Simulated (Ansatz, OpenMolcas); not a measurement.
## Heat of formation of C3H5N (propanenitrile) from total energies

The species is C3H5N (9 atoms), meant as a singlet with charge 0. SMILES: `CCC#N`. The coordinates come from a PBE0-D4/def2-TZVP relaxation.

```jsonl
{"atom": "C", "x (Å)": "-0.4065", "y (Å)": "0.8280", "z (Å)": "-0.4382"}
{"atom": "C", "x (Å)": "-0.1171", "y (Å)": "-0.3184", "z (Å)": "0.5262"}
{"atom": "C", "x (Å)": "0.9808", "y (Å)": "-1.1595", "z (Å)": "0.0751"}
{"atom": "N", "x (Å)": "1.8504", "y (Å)": "-1.8127", "z (Å)": "-0.2970"}
{"atom": "H", "x (Å)": "-0.6779", "y (Å)": "0.4488", "z (Å)": "-1.4240"}
{"atom": "H", "x (Å)": "-1.2338", "y (Å)": "1.4301", "z (Å)": "-0.0602"}
{"atom": "H", "x (Å)": "0.4661", "y (Å)": "1.4723", "z (Å)": "-0.5506"}
{"atom": "H", "x (Å)": "-0.9992", "y (Å)": "-0.9530", "z (Å)": "0.6500"}
{"atom": "H", "x (Å)": "0.1373", "y (Å)": "0.0645", "z (Å)": "1.5186"}
```

Total energies at HF/3-21G (OpenMolcas 26.06); the atoms run unrestricted:

| species | state | energy (Eh) |
| --- | --- | --- |
| C3H5N | singlet | -170.010524 |
| C | triplet | -37.481070 |
| N | quartet | -54.105390 |
| H | doublet | -0.496199 |

Harmonic wavenumbers at PBE0-D4/def2-TZVP, in cm⁻¹: 213, 220, 400, 558, 787, 857, 1038, 1096, 1110, 1287, 1347, 1410, 1464, 1490, 1498, 2383, 3066, 3070, 3104, 3150, 3153.

Measured heats of formation of the gaseous atoms at 298.15 K, in kJ/mol: C 716.9, N 472.4, H 218.0. Take 1 Eh = 2625.50 kJ/mol, 1 cm⁻¹ = 0.0119627 kJ/mol, RT = 2.479 kJ/mol.

Q: What heat of formation follows?

A: 
1. Electronic atomisation energy: 3 × (-37.481070) + (-54.105390) + 5 × (-0.496199) − (-170.010524) = 0.980929 Eh = 2575.4 kJ/mol.
2. Zero-point energy: half the sum of the wavenumbers, 16350.5 cm⁻¹ = 195.6 kJ/mol.
3. Thermal vibrational enthalpy, Σ hcν̃/(exp(hcν̃/kT) − 1): 4.8 kJ/mol. Translation, rotation and pV of a non-linear molecule: 4 RT = 9.9 kJ/mol.
4. The 9 free atoms carry 5/2 RT each: 55.8 kJ/mol.
5. Spin-orbit coupling lowers the free atoms by 3 × 0.02 = 0.1 kJ/mol.
6. Atomisation enthalpy at 298 K: 2575.4 − 0.1 − 195.6 − 4.8 − 9.9 + 55.8 = 2420.8 kJ/mol.
7. Sum of the atoms' heats of formation: 3713.1 kJ/mol. Heat of formation: 3713.1 − 2420.8 = +1292.3 kJ/mol.

The tabulated value is +51.7 kJ/mol (CRC Handbook of Chemistry and Physics), so this level is off by +1240.6 kJ/mol, or 33.9 % of the atomisation enthalpy. Hartree–Fock leaves out correlation, which is larger in the molecule than in the atoms, so it underbinds and puts the heat of formation too high. A basis without polarisation functions underbinds badly. Anharmonicity and any spin-orbit splitting of the molecule are left out.
